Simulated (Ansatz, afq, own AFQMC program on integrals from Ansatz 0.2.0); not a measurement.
Integrals from Ansatz 0.2.0, then the random walk in our own AFQMC program (afq).

```yaml
crystal:
  periodic: [false, false, false]
  atoms:
    - {symbol: Si, position_ang: [0.000000, 0.000000, 1.738419]}
    - {symbol: Ga, position_ang: [0.000000, 0.000000, -0.661784]}
    - {symbol: H, position_ang: [0.000000, -1.413153, -1.330835]}
    - {symbol: H, position_ang: [0.000000, 1.413153, -1.330835]}
basis:
  gaussian: {orbitals: cc-pVDZ}
magnetization: {spin_polarized: true, initial_magnetization: 3}
correlation: {method: ccsd_t, electrons: outside_noble_gas, hamiltonian_folder: ham}
```

```sh
$ ansatz run in.yaml --threads 1 --pin off --events-out ev --progress --plain --max-ram 1843MiB
```

Options of the walk:

```
--method phaseless --trial cisd --walkers 60 --populations 1 --least-time 40 --time-step 0.005 --steps-per-block 50 --equilibration-blocks 28 --max-blocks 300 --target-error 0.00036 --factor-cut 1e-05 --start spin_pure --seed 6786 --release-times 0.24,0.51,0.99,1.62,2.4 --release-step 0.03 --release-every 4 --taylor-order 6
```

Times are imaginary, in 1/Eh. The walk had a cap of 1002 s. Filled inner d shells are frozen with the cores.

afq prints:

```
orbitals 36  electrons 6 3  factors 288 of 593
reference energy -2213.22394648 Eh
CCSD correlation -0.14833033 Eh in 11 cycles, weight of the determinant in the CISD state 0.8787
energy of the start -2213.372215 Eh
 block  time / (1/Eh)  mean weight  energy / Eh
     1     0.250  0.9990  -2213.370641
     2     0.500  0.9989  -2213.370720
     3     0.750  1.0002  -2213.371706
     4     1.000  1.0006  -2213.372022
     5     1.250  0.9993  -2213.373179
     8     2.000  1.0003  -2213.375940
    13     3.250  0.9997  -2213.376527
    25     6.250  1.0012  -2213.382903
    37     9.250  1.0000  -2213.377309
    49    12.250  1.0007  -2213.378032
    61    15.250  0.9993  -2213.379880
    73    18.250  1.0001  -2213.378755
    85    21.250  1.0003  -2213.378973
    97    24.250  0.9997  -2213.381373
   109    27.250  0.9998  -2213.380360
   113    28.250  0.9986  -2213.374949
   121    30.250  1.0006  -2213.377079
   133    33.250  1.0005  -2213.378356
   145    36.250  0.9993  -2213.376258
   157    39.250  1.0013  -2213.376884
   169    42.250  1.0002  -2213.379235
   181    45.250  0.9989  -2213.377641
   185    46.250  1.0010  -2213.377682
blocks merged  error / Eh  count
     1  0.000154  160
     2  0.000195  80
     4  0.000235  40
     8  0.000239  20
    16  0.000263  10
released: time / (1/Eh)  energy / Eh  error  mean overlap
  0.24  -2213.378395  0.000344  1.0000
  0.51  -2213.378029  0.000330  1.0057
  0.99  -2213.377801  0.000278  1.0077
  1.62  -2213.378242  0.000329  1.0060
  2.40  -2213.378158  0.000437  1.0107
energy -2213.378291 +/- 0.000239 Eh
(rows thinned)
```

The run passed its tests (sampling time, drift between the halves within three errors, error under three times the target), which doesn't prove that it has relaxed.

Against this walk (error 6.5 meV) on the same determinant: CCSD(T) 50.1 meV higher, CCSDT(Q) 10.6 meV higher (within the noise). The error is statistical and leaves out the bias of the constraint. Released to 2.40 1/Eh the energy moves by 4 ± 14 meV (both errors), within twice the noise.

Cautions: constraint bias not in the error; no relativity below Rb; no spin-orbit coupling; inner d shell frozen; lower spins were not checked.

The walk took 3.8 min on 1 thread of Arm Neoverse V1 (shared host). The log's last line is the phaseless energy.

CCSDT and higher add their correlation energy to the determinant of the CCSD(T) run, since their own runs factorise the integrals more tightly (a shift of under 2 meV). A walk keeps the symmetry of its determinant, which the program's search chose and which needn't be the lowest solution, so a lower state of the same spin and another symmetry isn't excluded.
